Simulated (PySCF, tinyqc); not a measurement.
Worked calculation: LCCD on RHF in the sto-3g basis, frozen core, for HF, spin multiplicity 1. The lowest restricted solution is unstable here: a spin-polarised one lies 0.0332 hartree lower (PySCF). Computed by tinyqc, a small Python program that keeps every step (integrals from PySCF). Settings: charge = 0, multiplicity = 1, basis = sto-3g, method = RHF, frozen orbitals = 1, energy threshold = 1e-10, iteration cap = 67, orthogonalisation = symmetric, start = Wolfsberg-Helmholz matrix, DIIS depth = 6, amplitude equations = LCCD, DIIS depth for amplitudes = 0, cap on updates = 89. Command: `OMP_NUM_THREADS=1 python tinyqc.py 22285 22286 out.jsonl` (the two numbers bound the seeds that draw the settings). One thread of a shared host (Intel(R) Xeon(R) Processor @ 2.60GHz), about 0.1 s of CPU time with the checks. The early iterations of the SCF are left out here.

## One-electron integrals

Geometry (angstrom):
```
atom         x         y         z
F     0.000000  0.000000  0.000000
H     0.000000  0.000000  1.412000
```

Basis sto-3g: exponents (1/bohr^2) and contraction coefficients of normalised primitives:
```
element  l (shell)    exponent  coefficient
F            s (1)  166.679130     0.154329
F            s (1)   30.360812     0.535328
F            s (1)    8.216821     0.444635
F            s (2)    6.464803    -0.099967
F            s (2)    1.502281     0.399513
F            s (2)    0.488588     0.700115
F            p (3)    6.464803     0.155916
F            p (3)    1.502281     0.607684
F            p (3)    0.488588     0.391957
H            s (1)    3.425251     0.154329
H            s (1)    0.623914     0.535328
H            s (1)    0.168855     0.444635
```

Overlap, kinetic and nuclear-attraction integrals over the contracted functions; the nuclear repulsion is the sum of Za Zb / Rab.

nuclear repulsion = 3.37294256 hartree

overlap S, lower triangle:
```
           1F 1s     1F 2s    1F 2px    1F 2py    1F 2pz     2H 1s
1F 1s   1.000000
1F 2s   0.237990  1.000000
1F 2px  0.000000  0.000000  1.000000
1F 2py  0.000000  0.000000  0.000000  1.000000
1F 2pz  0.000000  0.000000  0.000000  0.000000  1.000000
2H 1s   0.015505  0.192968  0.000000  0.000000  0.176719  1.000000
```

kinetic energy T (hartree), lower triangle:
```
            1F 1s      1F 2s    1F 2px    1F 2py    1F 2pz     2H 1s
1F 1s   36.984577
1F 2s   -0.212858   1.037995
1F 2px   0.000000   0.000000  3.248015
1F 2py   0.000000   0.000000  0.000000  3.248015
1F 2pz   0.000000   0.000000  0.000000  0.000000  3.248015
2H 1s   -0.004933  -0.008387  0.000000  0.000000  0.034669  0.760032
```

nuclear attraction V (hartree), lower triangle:
```
             1F 1s       1F 2s      1F 2px      1F 2py      1F 2pz      2H 1s
1F 1s   -77.384351
1F 2s    -9.266001  -11.915932
1F 2px    0.000000    0.000000  -11.811402
1F 2py    0.000000    0.000000    0.000000  -11.811402
1F 2pz   -0.006351   -0.079377    0.000000    0.000000  -11.847727
2H 1s    -0.618111   -1.574830    0.000000    0.000000   -1.212169  -4.579724
```

core Hamiltonian H = T + V (hartree), lower triangle:
```
             1F 1s       1F 2s     1F 2px     1F 2py     1F 2pz      2H 1s
1F 1s   -40.399774
1F 2s    -9.478858  -10.877937
1F 2px    0.000000    0.000000  -8.563388
1F 2py    0.000000    0.000000   0.000000  -8.563388
1F 2pz   -0.006351   -0.079377   0.000000   0.000000  -8.599712
2H 1s    -0.623045   -1.583217   0.000000   0.000000  -1.177501  -3.819692
```

## Two-electron integrals

Functions are numbered as in S; the eight-fold symmetry (ij|kl) = (ji|kl) = (kl|ij) leaves the list below.

Two-electron integrals (ij|kl) in chemists' order, unique and non-zero (hartree):
```
(11|11) 5.403501   (21|11) 0.841920   (21|21) 0.156299   (22|11) 1.268028
(22|21) 0.292344   (22|22) 0.926167   (31|31) 0.027998   (32|31) 0.043169
(32|32) 0.204588   (33|11) 1.264502   (33|21) 0.292403   (33|22) 0.925959
(33|33) 0.997514   (41|41) 0.027998   (42|41) 0.043169   (42|42) 0.204588
(43|43) 0.053770   (44|11) 1.264502   (44|21) 0.292403   (44|22) 0.925959
(44|33) 0.889973   (44|44) 0.997514   (51|51) 0.027998   (52|51) 0.043169
(52|52) 0.204588   (53|53) 0.053770   (54|54) 0.053770   (55|11) 1.264502
(55|21) 0.292403   (55|22) 0.925959   (55|33) 0.889973   (55|44) 0.889973
(55|55) 0.997514   (61|11) 0.055494   (61|21) 0.010223   (61|22) 0.019031
(61|33) 0.019006   (61|44) 0.019006   (61|51) 0.000386   (61|52) 0.000732
(61|55) 0.019084   (61|61) 0.000675   (62|11) 0.161449   (62|21) 0.037812
(62|22) 0.136396   (62|33) 0.134376   (62|44) 0.134376   (62|51) 0.002511
(62|52) 0.020984   (62|55) 0.140297   (62|61) 0.002509   (62|62) 0.026293
(63|31) 0.003699   (63|32) 0.022941   (63|53) 0.004247   (63|63) 0.003671
(64|41) 0.003699   (64|42) 0.022941   (64|54) 0.004247   (64|64) 0.003671
(65|11) 0.118956   (65|21) 0.028192   (65|22) 0.109089   (65|33) 0.104728
(65|44) 0.104728   (65|51) 0.005285   (65|52) 0.038334   (65|55) 0.117687
(65|61) 0.001933   (65|62) 0.025959   (65|65) 0.029184   (66|11) 0.372500
(66|21) 0.088610   (66|22) 0.369546   (66|33) 0.359733   (66|44) 0.359733
(66|51) 0.006070   (66|52) 0.072986   (66|55) 0.388958   (66|61) 0.005890
(66|62) 0.098587   (66|65) 0.114579   (66|66) 0.774606
```

## Orthogonalisation

S = U s U^T; symmetric (Loewdin) form X = U s^(-1/2) U^T, so that X^T S X = 1.

eigenvalues of S: 0.677658  0.864610  1.000000  1.000000  1.120013  1.337719

X, lower triangle:
```
            1F 1s      1F 2s    1F 2px    1F 2py     1F 2pz     2H 1s
1F 1s    1.022421
1F 2s   -0.125296   1.037675
1F 2px   0.000000   0.000000  1.000000
1F 2py   0.000000   0.000000  0.000000  1.000000
1F 2pz  -0.001680   0.013835  0.000000  0.000000   1.012338
2H 1s    0.010524  -0.103158  0.000000  0.000000  -0.092400  1.027297
```

## Iteration 6 (converged): orbitals

converged F (hartree), lower triangle:
```
             1F 1s      1F 2s     1F 2px     1F 2py     1F 2pz      2H 1s
1F 1s   -25.924070
1F 2s    -6.626417  -3.012214
1F 2px    0.000000   0.000000  -0.465324
1F 2py    0.000000   0.000000   0.000000  -0.465324
1F 2pz   -0.011843  -0.007610   0.000000   0.000000  -0.178532
2H 1s    -0.441526  -0.467215   0.000000   0.000000  -0.359856  -0.212317
```

Diagonalise F' = X^T F X, C = X C', fill 5 alpha and 5 beta electrons from the bottom; D = 2 C_occ C_occ^T. Each column has its largest component positive (the first on a tie).

F' = X^T F X (hartree), lower triangle:
```
            1          2          3          4          5          6
1  -25.457352
2   -3.385619  -1.840185
3    0.000000   0.000000  -0.465324
4    0.000000   0.000000   0.000000  -0.465324
5   -0.023811   0.041636   0.000000   0.000000  -0.116912
6   -0.013720  -0.232314   0.000000   0.000000  -0.347041  -0.088455
```

orbital energies (hartree): MO1 -25.933205, MO2 -1.404188, MO3 -0.465324, MO4 -0.465324, MO5 -0.433892, MO6 0.268380

coefficients C:
```
              MO1        MO2        MO3       MO4        MO5        MO6
1F 1s    0.995049  -0.260785   0.000000  0.000000   0.037677   0.040075
1F 2s    0.020163   1.011174   0.000000  0.000000  -0.189990  -0.210537
1F 2px   0.000000   0.000000   0.999936  0.011328   0.000000   0.000000
1F 2py   0.000000   0.000000  -0.011328  0.999936   0.000000   0.000000
1F 2pz   0.000819   0.010654   0.000000  0.000000   0.686797  -0.749504
2H 1s   -0.002166   0.075654   0.000000  0.000000   0.622857   0.825198
```

D after iteration 6, lower triangle:
```
            1F 1s      1F 2s    1F 2px    1F 2py    1F 2pz     2H 1s
1F 1s    2.119102
1F 2s   -0.501588   2.117951
1F 2px   0.000000   0.000000  2.000000
1F 2py   0.000000   0.000000  0.000000  2.000000
1F 2pz   0.047825  -0.239390  0.000000  0.000000  0.943609
2H 1s    0.003165  -0.083762  0.000000  0.000000  0.857161  0.787358
```

Within a degenerate level the vectors are fixed only up to a rotation; this is one choice.

## Convergence

Stop when the energy changes by less than 1e-10 hartree and every element of the error matrix X^T (F D S - S D F) X is below 3e-06.

Course of the cycle:
```
iteration   E (hartree)     change  largest element of the error matrix
1          -98.07286324          -                             4.15e-01
2          -98.43932471  -3.66e-01                             1.17e-01
3          -98.44742334  -8.10e-03                             5.47e-03
4          -98.44746215  -3.88e-05                             8.52e-04
5          -98.44746269  -5.47e-07                             8.34e-06
6          -98.44746269  -4.73e-11                             9.84e-08
```

PySCF RHF in the same basis = -98.44746269 hartree

Converged in 6 iterations.

## Integrals over molecular orbitals

(pq|rs) = sum C_ip C_jq C_kr C_ls (ij|kl), one index at a time.

one-electron integrals over orbitals h = C^T H C (hartree), lower triangle:
```
            1          2          3          4          5          6
1  -40.382718
2    0.728399  -9.114861
3    0.000000   0.000000  -8.563388
4    0.000000   0.000000   0.000000  -8.563388
5   -0.098736   0.415279   0.000000   0.000000  -6.494117
6   -0.109952   0.615531   0.000000   0.000000   2.418203  -5.878283
```

Two-electron integrals over orbitals (pq|rs), unique and non-zero (hartree); the lowest 1 orbital is frozen and left out:
```
(22|22) 0.881573    (32|32) 0.191720    (33|22) 0.900690    (33|33) 0.997514
(42|42) 0.191720    (43|43) 0.053770    (44|22) 0.900690    (44|33) 0.889973
(44|44) 0.997514    (52|22) -0.044396   (52|33) -0.055418   (52|44) -0.055418
(52|52) 0.123512    (53|32) -0.021452   (53|53) 0.031972    (54|42) -0.021452
(54|54) 0.031972    (55|22) 0.663192    (55|33) 0.649072    (55|44) 0.649072
(55|52) -0.006625   (55|55) 0.644453    (62|22) -0.065862   (62|33) -0.066152
(62|44) -0.066152   (62|52) -0.085252   (62|55) -0.019155   (62|62) 0.091316
(63|32) -0.022139   (63|53) -0.024210   (63|63) 0.028110    (64|42) -0.022139
(64|54) -0.024210   (64|64) 0.028110    (65|22) -0.263577   (65|33) -0.265983
(65|44) -0.265983   (65|52) 0.067545    (65|55) -0.084283   (65|62) 0.027185
(65|65) 0.253377    (66|22) 0.621144    (66|33) 0.608068    (66|44) 0.608068
(66|52) 0.036022    (66|55) 0.630662    (66|62) -0.045783   (66|65) -0.030405
(66|66) 0.651717
```

## LCCD: starting amplitudes

t_ij^ab = <ij||ab> / (e_i + e_j - e_a - e_b), whose energy is MP2.

Starting amplitudes (spin orbitals 1a, 1b, ...; amplitudes related by a flip of all spins are not repeated):
```
from      to          t
5a 5b  6a 6b  -0.180398
2a 2b  6a 6b  -0.027298
4a 4b  6a 6b  -0.019156
3a 3b  6a 6b  -0.019156
2a 5b  6a 6b  -0.011447
```

correlation energy = -0.04990065 hartree

## LCCD: amplitude update 1

t_ij^ab D_ij^ab are set to the remaining terms of the spin-orbital equations, evaluated with the old amplitudes; for the doubles these are <ij||ab> + 1/2 <ab||ef> t_ij^ef + 1/2 <mn||ij> t_mn^ab + P(ij)P(ab) <mb||ej> t_im^ae, D the orbital-energy denominators (linear CCD).

Amplitudes after update 1 (spin orbitals 1a, 1b, ...; amplitudes related by a flip of all spins are not repeated):
```
from      to          t
5a 5b  6a 6b  -0.270404
2a 2b  6a 6b  -0.025325
4a 4b  6a 6b  -0.020780
3a 3b  6a 6b  -0.020780
2a 5b  6a 6b  -0.020203
```

correlation energy = -0.07309340 hartree

## LCCD: convergence

E_corr = 1/4 sum <ij||ab> t_ij^ab; stop when the norm of the change is below 1e-8.

Course of the amplitude iterations:
```
update  correlation energy (hartree)  norm of the change
0                        -0.04990065                   -
1                        -0.07309340            1.82e-01
2                        -0.08485679            9.49e-02
3                        -0.09099062            5.00e-02
4                        -0.09421642            2.64e-02
5                        -0.09591767            1.40e-02
6                        -0.09681589            7.39e-03
7                        -0.09729037            3.91e-03
8                        -0.09754110            2.07e-03
9                        -0.09767361            1.10e-03
10                       -0.09774367            5.80e-04
11                       -0.09778070            3.07e-04
12                       -0.09780029            1.63e-04
13                       -0.09781065            8.61e-05
14                       -0.09781612            4.56e-05
15                       -0.09781902            2.41e-05
16                       -0.09782055            1.28e-05
17                       -0.09782136            6.77e-06
18                       -0.09782179            3.59e-06
19                       -0.09782202            1.90e-06
20                       -0.09782214            1.01e-06
21                       -0.09782220            5.34e-07
22                       -0.09782224            2.83e-07
23                       -0.09782226            1.50e-07
24                       -0.09782226            7.94e-08
25                       -0.09782227            4.21e-08
26                       -0.09782227            2.23e-08
27                       -0.09782227            1.18e-08
28                       -0.09782227            6.27e-09
```

Converged amplitudes (spin orbitals 1a, 1b, ...; amplitudes related by a flip of all spins are not repeated):
```
from      to          t
5a 5b  6a 6b  -0.369639
2a 5b  6a 6b  -0.029323
4a 4b  6a 6b  -0.017971
3a 3b  6a 6b  -0.017971
2a 2b  6a 6b  -0.017079
```

LCCD total energy = -98.54528497 hartree

Converged in 28 updates.
